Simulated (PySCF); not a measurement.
formic acid cation (CH2O2), SMILES O=CO (connectivity only; charge and spin as stated), charge +1, multiplicity 2.

Geometry: B3LYP-D3(BJ)/def2-TZVP. The multiplicity is an assumed one; other spin states were not compared. One conformer was computed; it need not be the lowest.

Two levels are set side by side: PBE/def2-TZVPD (PySCF) and M06-2X/def2-TZVPD (PySCF). Same geometry, gas phase. Differences are taken from unrounded values.

```
quantity                     M06-2X
---------------------------  ------
α-spin orbital gap (eV)       12.90
β-spin orbital gap (eV)        8.03
mean polarisability (bohr³)    17.0
```

What does PBE give, and how far is it from M06-2X? (The exact figures need the calculation; the answer reports its results.)


```tsv
quantity	PBE	PBE minus M06-2X
α-spin orbital gap (eV)	7.10	-5.80
β-spin orbital gap (eV)	1.55	-6.48
mean polarisability (bohr³)	18.2	1.1
```

Loosely held outer electrons make PBE densities more polarisable. Differences between two approximate levels are no errors against the true value.

Rough cost on one machine, each run with all the roots and properties that it gave: M06-2X against PBE within a factor of 2.
